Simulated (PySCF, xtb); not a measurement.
ClNa, SMILES [Na][Cl] (connectivity only; charge and spin as stated), charge -1, multiplicity 2.

Harmonic wavenumbers (cm⁻¹) from GFN2-xTB (xtb) at its own minimum, in rising order: 85.

Problem. What does PBE-D3(BJ)/def2-TZVPD (PySCF) give at its own minimum? (The exact figures need the calculation; the answer reports its results.)

Solution. 256. Paired by order, the mean absolute difference is 170 cm⁻¹ and the zero-point energies are 0.1 and 0.4 kcal/mol.
